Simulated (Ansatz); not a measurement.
**Al₂H₂ (triplet): from Hartree-Fock to the top rungs, 6-31G**

How much of the correlation energy of Al₂H₂ (triplet) does each wave-function method recover here?

Method: 6-31G, core rule «outside noble gas», up to 10 orbitals frozen; program: Ansatz 0.2.0, Gaussian basis.

The runs, in order: UHF; CCSD(T) on ROHF; CCSD(T) on UHF; BCCD(T) on ROHF; CISD; CCSDT(Q) on ROHF; CCSDT(Q) on UHF; CISDTQ; CCSDTQ on ROHF; CASSCF and MRCISD+Q, 8 electrons in 10 orbitals; CASSCF and NEVPT2, 8 electrons in 10 orbitals; Full CI.

18 further runs of the same task are left out: 9 that didn't finish, 9 set aside as unsound or not needed.

## 1. What is computed

The geometry is a PBE0/def2-TZVP stationary point (not a proven minimum).

4 atoms, charge 0, spin multiplicity 3.

Atoms are counted from 1 here; the program's logs count them from 0.

Bond lengths: Al1–Al2 2.300 Å, Al1–H3 1.575 Å, Al2–H4 1.575 Å. Angles: Al2–Al1–H3 180.0°, Al1–Al2–H4 180.0°.

Coordinates:

| atom | x (Å) | y (Å) | z (Å) |
| --- | --- | --- | --- |
| Al1 | 0.0000 | 0.0000 | 1.1500 |
| Al2 | 0.0000 | 0.0000 | -1.1500 |
| H3 | 0.0000 | 0.0000 | 2.7245 |
| H4 | 0.0000 | 0.0000 | -2.7245 |

## 2. UHF

Contents of in.yaml:

```yaml
crystal:
  periodic: [false, false, false]
  atoms:
    - {symbol: Al, position_ang: [0.000000, 0.000000, 1.150006]}
    - {symbol: Al, position_ang: [0.000000, 0.000000, -1.150006]}
    - {symbol: H, position_ang: [0.000000, 0.000000, 2.724549]}
    - {symbol: H, position_ang: [0.000000, 0.000000, -2.724549]}
basis:
  gaussian: {orbitals: 6-31G}
magnetization: {spin_polarized: true, initial_magnetization: 2}
hamiltonian: {xc: hf}
output: {orbitals: {seedname: orbitals}}
```

On the command line:

```
$ ansatz run in.yaml --threads 1 --pin off --events-out ev --progress --plain --max-ram 2393MiB
```

The runs that follow: CCSD(T) on ROHF; CCSD(T) on UHF; BCCD(T) on ROHF; CISD; CCSDT(Q) on ROHF; CCSDT(Q) on UHF; CISDTQ; CCSDTQ on ROHF; CASSCF and MRCISD+Q, 8 electrons in 10 orbitals; CASSCF and NEVPT2, 8 electrons in 10 orbitals; Full CI.

**Question.** What will the summary of the whole plan be? Wanted: FCI below the RHF energy; RMP2 from FCI; UMP2 from FCI; RCCSD from FCI; RCCSD(T) from FCI; UCCSD(T) from FCI; RCCSDT(Q) from FCI; UCCSDT(Q) from FCI; NEVPT2 valence from FCI.

The runs gave:

| quantity | value |
| --- | --- |
| FCI below the RHF energy | -2.3596 eV |
| RMP2 from FCI | +73.3 kJ/mol |
| UMP2 from FCI | +70.8 kJ/mol |
| RCCSD from FCI | +7.7 kJ/mol |
| RCCSD(T) from FCI | +2.8 kJ/mol |
| UCCSD(T) from FCI | +2.8 kJ/mol |
| RCCSDT(Q) from FCI | +0.2 kJ/mol |
| UCCSDT(Q) from FCI | +0.2 kJ/mol |
| NEVPT2 valence from FCI | +17.0 kJ/mol |
| MRCISD+Q valence from FCI | +0.5 kJ/mol |
| levels within 1 kcal/mol (43 meV) | RCCSD(T), UCCSD(T), BCCD(T), RCCSDT, UCCSDT, CISDTQ, RCCSDT(Q), UCCSDT(Q), RCCSDTQ, MRCISD valence, MRCISD+Q valence |
| T1 diagnostic | 0.024 |
| effectively unpaired electrons | 2.06 |

In words: RCCSD(T) misses by +2.8 kJ/mol, 1.2 % of the correlation energy. One determinant dominates. Of the multireference levels listed MRCISD+Q valence comes nearest in total energy (+0.5 kJ/mol), which doesn't show that its space is the better one. These misses are within one basis, not against nature; the frozen cores of restricted and unrestricted runs differ, which can shift their rows.
